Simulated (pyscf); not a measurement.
H₃C–CH₂–C•=NH -> H₂C=C=NH + methyl (CH₃•) (bond scission; doublet surface; C–C broken, none formed). Structures and frequencies: ωB97X-D3(BJ)/def2-SVP in PySCF. Energies in eV from the reactant's lowest minimum found.

```csv
level,barrier,reaction energy
PBE/def2-TZVP,1.62,+1.47
r²SCAN/def2-TZVP,1.65,+1.40
B3LYP-D3(BJ)/def2-TZVP,1.67,+1.42
PBE0-D3(BJ)/def2-TZVP,1.84,+1.61
M06-2X/def2-TZVP,1.84,+1.48
ωB97M-D3(BJ)/def2-TZVP,1.86,+1.50
```

The functionals in the table span 0.24 eV in this barrier, from PBE to ωB97M-D3(BJ)/def2-TZVP. On the reactant side the descent ends in a point that may be a rotor saddle (no frequency run), 0.18 eV over the lowest minimum found and 1.77 eV under the saddle at ωB97X-D3(BJ)/def2-TZVP. At ωB97X-D3(BJ)/def2-TZVP the barrier from the zero used here is 1.95 eV. The same reactants have a lower exit, to H₃C–CH₂–C≡N + H• (no saddle counted: cutting one bond, which may have a small barrier of its own, costs +0.93 eV at ωB97M-D3(BJ)/def2-TZVP, against +1.86 eV here). H₃C–CH₂–C•=NH lies 0.50 eV over its isomer H₃C–C(CH₃)=N• (electronic energy, ωB97M-D3(BJ)/def2-TZVP). H₂C=C=NH lies 1.13 eV over its isomer H₃C–C≡N (electronic energy, ωB97M-D3(BJ)/def2-TZVP). This is the saddle that the search found; another between the same sides may lie lower.
